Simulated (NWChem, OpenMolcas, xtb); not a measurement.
# A ladder of methods for BPH4 (SMILES BP)

The species is BPH4 (6 atoms), meant as a singlet with charge 0. SMILES: `BP`. The shape is that of a GFN2-xTB optimisation.

```xyz
6

B     0.0027   -0.8680    0.1189
P     0.3787    0.9288    0.2596
H    -0.7775   -1.3512    0.8429
H     0.6592   -1.5409   -0.5759
H     0.5991    1.3191   -1.0437
H    -0.8623    1.5122    0.3982
```

Quantity: the dipole moment, in D. The values are calculated.

```
                      level            kind     program  value (D)   CPU time
                   GFN2-xTB  semi-empirical         xtb       1.07  under 2 s
                   GFN0-xTB  semi-empirical         xtb       1.21  under 2 s
                   GFN1-xTB  semi-empirical         xtb       1.02  under 2 s
                  HF/STO-3G    Hartree–Fock  OpenMolcas       0.71      1.3 s
                   HF/3-21G    Hartree–Fock      NWChem       1.15      1.1 s
HF/ANO-S-VDZ (RICD fitting)    Hartree–Fock  OpenMolcas       1.32      1.5 s
                HF/def2-SVP    Hartree–Fock      NWChem       0.86      4.5 s
               SVWN5/STO-3G             LDA  OpenMolcas       1.42      3.4 s
                 PBE/STO-3G             GGA  OpenMolcas       1.30      3.9 s
              r2SCAN/STO-3G        meta-GGA      NWChem       1.16      7.8 s
```

The values span 0.71 to 1.42 D. Magnitudes only. Sets without polarisation functions give poor dipoles. CPU times are rough (shared hosts, several kinds of processor and program).
